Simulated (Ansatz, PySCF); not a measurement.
Complex: CH4O (SMILES CO) (first 6 atoms) with CH5N (SMILES CN); geometry from S66by8 set.
(charge 0, multiplicity 1):
```xyz
13

O     -1.74049     0.72886    -0.00231
H     -0.76795     0.75474    -0.00736
C     -2.11024    -0.63088    -0.00708
H     -3.19650    -0.68016    -0.00283
H     -1.75698    -1.16162    -0.89644
H     -1.74965    -1.16979     0.87438
N      1.69001     0.61744    -0.01330
H      2.06063     1.12521     0.77984
H      2.06076     1.08177    -0.83255
C      2.16777    -0.76860     0.02417
H      1.77588    -1.30262    -0.83803
H      3.25448    -0.87533     0.02720
H      1.77564    -1.25533     0.91380
```

Counterpoise-corrected where a basis set is named; no monomer relaxation.

Rows in 6-31G* carry no dispersion term and start afresh at each structure (6-31G* with six Cartesian d functions).

Codes used: Ansatz (Gaussian orbitals); PySCF for 6-31G* rows, the dispersion terms. 

Question: What interaction energy does HF/6-31G* give?

Answer: -21 kJ/mol

Ansatz is a quantum-chemistry and plane-wave program.
